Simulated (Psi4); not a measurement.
**BN2H5 (SMILES NBN) at PBE/6-311+G(d,p)**

Aim: the vertical electron affinity of BN2H5 at PBE/6-311+G**, from 2 runs. 

The results are computed with Psi4 1.11.

2 further runs of the same task are left out: 2 set aside as unsound or not needed.

### 1 The structure to begin with

BN2H5: 8 atoms, total charge 0, spin state singlet. SMILES: `NBN`. The shape is that of a PBE0-D4/def2-TZVP optimisation.

Bond lengths: N1–B2 1.409 Å, B2–N3 1.409 Å, N1–H4 1.005 Å, N1–H5 1.002 Å, B2–H6 1.200 Å, N3–H7 1.003 Å, N3–H8 1.005 Å. Angles: N1–B2–N3 122.9°, N1–B2–H6 118.5°, N3–B2–H6 118.5°, B2–N1–H4 124.5°, B2–N1–H5 121.9°, B2–N3–H7 121.9°, B2–N3–H8 124.5°, H4–N1–H5 113.6°, H7–N3–H8 113.6°.

### 2 A single-point energy at PBE/6-311+G(d,p)

input.json

```json
{
  "schema_name": "qcschema_input",
  "schema_version": 1,
  "molecule": {
    "schema_name": "qcschema_molecule",
    "schema_version": 2,
    "symbols": ["N", "B", "N", "H", "H", "H", "H", "H"],
    "geometry": [-1.83492407, 0.97604354, -1.09811985, 0.36698481, 0.73056812, 0.37889009, 1.6028657, -1.59719652, 0.75853607, -2.69626123, -0.46203804, -1.9906375, -2.69078103, 2.64731733, -1.34869754, 1.22775506, 2.58627917, 1.35682336, 3.16850379, -1.73817009, 1.81583783, 1.02990074, -3.25089585, 0.02192082],
    "molecular_charge": 0,
    "molecular_multiplicity": 1,
    "fix_symmetry": "c1",
    "fix_com": true,
    "fix_orientation": true
  },
  "driver": "energy",
  "model": {
    "method": "pbe",
    "basis": "6-311+G**"
  },
  "keywords": {
    "puream": true,
    "e_convergence": 1e-09,
    "d_convergence": 1e-08,
    "scf_type": "pk",
    "dft_radial_points": 99,
    "dft_spherical_points": 590,
    "scf_properties": ["MULLIKEN_CHARGES", "WIBERG_LOWDIN_INDICES", "MAYER_INDICES"]
  }
}
```

Command:

```
$ psi4 --qcschema input.json -n 1 --memory 1600MB
```

stdout (excerpt; [...] marks lines left out):

```text
[...]
  Running in c1 symmetry.
[...]
  Nuclear repulsion =   68.852594849825280
[...]
  Multiplicity = 1
[...]
  Nalpha       = 12
  Nbeta        = 12
[...]
    Number of basis functions: 96
[...]
   @RKS iter   1:  -136.60715545845156    1.86401e-02   1.33879e-02 ADIIS/DIIS
[...]
   @RKS iter  11:  -137.30748829693644   -3.16049e-11   9.83754e-09 DIIS
[...]
    Orbital Energies [Eh]
    ---------------------
    Doubly Occupied:
       1A    -13.956696     2A    -13.956687     3A     -6.476671
       4A     -0.787993     5A     -0.760940     6A     -0.469373
       7A     -0.461453     8A     -0.438264     9A     -0.378059
      10A     -0.289009    11A     -0.270956    12A     -0.204162
[...]
  @RKS Final Energy:  -137.30748829693644
   => Energetics <=
    Nuclear Repulsion Energy =             68.8525948498252802
    One-Electron Energy =                -321.3778284726889751
    Two-Electron Energy =                 134.8609252406657220
    DFT Exchange-Correlation Energy =     -19.6431799147384574
    Empirical Dispersion Energy =           0.0000000000000000
    VV10 Nonlocal Energy =                  0.0000000000000000
    Total Energy =                       -137.3074882969364410
[...]
 Multipole Moments:
 ------------------------------------------------------------------------------------
     Multipole            Electronic (a.u.)      Nuclear  (a.u.)        Total (a.u.)
 ------------------------------------------------------------------------------------
 L = 1.  Multiply by 2.5417464519 to convert [e a0] to [Debye]
 Dipole X            :         -0.4589427            0.2496328           -0.2093100
 Dipole Y            :          0.4615566           -0.9127377           -0.4511812
 Dipole Z            :          0.3897852           -0.6273890           -0.2376039
 Magnitude           :                                                    0.5512084
[...]
  Mulliken Charges: (a.u.)
   Center  Symbol    Alpha    Beta     Spin     Total
       1     N     3.81097  3.81097  0.00000 -0.62195
       2     B     2.33731  2.33731  0.00000  0.32538
       3     N     3.81096  3.81096  0.00000 -0.62193
       4     H     0.38517  0.38517  0.00000  0.22967
       5     H     0.37103  0.37103  0.00000  0.25793
       6     H     0.52835  0.52835  0.00000 -0.05670
       7     H     0.37104  0.37104  0.00000  0.25792
       8     H     0.38516  0.38516  0.00000  0.22968
   Total alpha = 12.00000, Total beta = 12.00000, Total charge =  0.00000
[...]
```

The result, in JSON:

```text
{
 "driver": "energy",
 "model": {
  "method": "pbe",
  "basis": "6-311+G**"
 },
 "success": true,
 "return_result": -137.30748829693644,
 "properties": {
  "calcinfo_nbasis": 96,
  "calcinfo_nmo": 96,
  "calcinfo_nalpha": 12,
  "calcinfo_nbeta": 12,
  "calcinfo_natom": 8,
  "nuclear_repulsion_energy": 68.85259484982528,
  "return_energy": -137.30748829693644,
  "scf_one_electron_energy": -321.377828472689,
  "scf_two_electron_energy": 134.86092524066572,
  "scf_xc_energy": -19.643179914738457,
  "scf_dipole_moment": [-0.20930995399534624, -0.4511811755498547, -0.23760386263939282],
  "scf_total_energy": -137.30748829693644,
  "scf_iterations": 11
 }
}
```

Wall time 12 s (1 thread of AMD EPYC 9B45 (Zen 5), shared host); peak memory 0.76 GiB.

### 3 The doublet anion: energy and forces at UPBE/6-311+G(d,p)

job.inp

```
memory 1.6 GB

molecule mol {
  -1 2
  N
  B 1 R2
  N 2 R3 1 A3
  H 1 R4 2 A4 3 D4
  H 1 R5 4 A5 2 D5
  H 2 R6 3 A6 1 D6
  H 3 R7 2 A7 6 D7
  H 3 R8 7 A8 2 D8

  R2 = 1.409065
  R3 = 1.409045
  A3 = 122.9219
  R4 = 1.004959
  A4 = 124.46727
  D4 = 0.0012
  R5 = 1.002429
  A5 = 113.64084
  D5 = -179.99443
  R6 = 1.199838
  A6 = 118.5412
  D6 = 179.99827
  R7 = 1.002506
  A7 = 121.88451
  D7 = 0.0042
  R8 = 1.004826
  A8 = 113.64488
  D8 = -179.99058
  symmetry c1
}

set globals {
  reference uks
  puream true
  e_convergence 1e-09
  d_convergence 1e-08
  scf_type pk
  dft_radial_points 99
  dft_spherical_points 590
  maxiter 100
}

E, wfn = gradient('pbe/6-311+G**', return_wfn=True)
oeprop(wfn, 'QUADRUPOLE', 'DIPOLE', 'MULLIKEN_CHARGES')
print_variables()
```

Command:

```
$ psi4 -n 1 job.inp job.out
```

job.out (excerpt; [...] marks lines left out):

```text
[...]
  Running in c1 symmetry.
[...]
  Nuclear repulsion =   68.852588053507361
[...]
  Multiplicity = 2
[...]
  Nalpha       = 13
  Nbeta        = 12
[...]
    Number of basis functions: 96
[...]
   @UKS iter   1:  -136.10791160121030    5.17884e-01   1.54765e-02 DIIS/ADIIS
[...]
   @UKS iter  15:  -137.27511878074972   -1.81899e-12   2.50776e-09 DIIS
[...]
   @S^2 Observed:                7.501063980E-01
[...]
  @UKS Final Energy:  -137.27511878074972
   => Energetics <=
    Nuclear Repulsion Energy =             68.8525880535073611
    One-Electron Energy =                -324.9461490650919586
    Two-Electron Energy =                 138.5572959284122021
    DFT Exchange-Correlation Energy =     -19.7388536975773334
    Empirical Dispersion Energy =           0.0000000000000000
    VV10 Nonlocal Energy =                  0.0000000000000000
    Total Energy =                       -137.2751187807497217
[...]
  -Total Gradient:
     Atom            X                  Y                   Z
    ------   -----------------  -----------------  -----------------
       1       -0.000001955831    -0.002767901968    -0.004490482088
       2        0.000003755225     0.003090226288     0.001698948346
       3       -0.000002128940    -0.005385141547    -0.000005881083
       4        0.000000369482     0.009753248037     0.004662699166
       5        0.000000353190    -0.010579084253     0.007335423433
       6       -0.000001229510    -0.003851549038    -0.002097668869
       7        0.000000643406     0.000415894869    -0.012797303908
       8        0.000000191691     0.009324788241     0.005694525033
[...]
  Mulliken Charges: (a.u.)
   Center  Symbol    Alpha    Beta     Spin     Total
       1     N     2.76569  3.80639 -1.04070  0.42791
       2     B     4.88287  2.33482  2.54805 -2.21769
       3     N     2.76553  3.80638 -1.04085  0.42809
       4     H     0.53081  0.37037  0.16043  0.09882
       5     H     0.47328  0.37870  0.09457  0.14802
       6     H     0.57771  0.55426  0.02346 -0.13197
       7     H     0.47333  0.37871  0.09462  0.14796
       8     H     0.53079  0.37037  0.16042  0.09885
   Total alpha = 13.00000, Total beta = 12.00000, Total charge = -1.00000
[...]
```

Wall time 28 s (1 thread of AMD EPYC 9B45 (Zen 5), shared host); peak memory 0.76 GiB.

### 4 Results

At PBE/6-311+G**:

```
                                         quantity          value
                      singlet BN2H5: total energy  -137.30749 Eh
                     singlet BN2H5: dipole moment         1.40 D
                       singlet BN2H5: HOMO energy       -5.56 eV
                       singlet BN2H5: LUMO energy       -0.43 eV
                     singlet BN2H5: HOMO–LUMO gap        5.12 eV
                      doublet anion: total energy  -137.27512 Eh
doublet anion: HOMO energy (highest over α and β)        2.32 eV
 doublet anion: LUMO energy (lowest over α and β)        2.71 eV
                              doublet anion: ⟨S²⟩          0.750
          doublet anion: largest force on an atom     0.662 eV/Å
vertical electron affinity (to the doublet anion)      -0.881 eV
```

In words: The anion lies 0.88 eV (85.0 kJ/mol) above the neutral: the electron isn't bound at this level, and such a value depends on the basis. Mulliken charges (doublet anion) run from -2.22 on B2 to +0.43 on N3; in a basis this large or diffuse they mean little. The HOMO (doublet anion) lies at positive energy, 2.32 eV, as semi-local functionals often give for anions; only total energies tell whether the electron is bound.
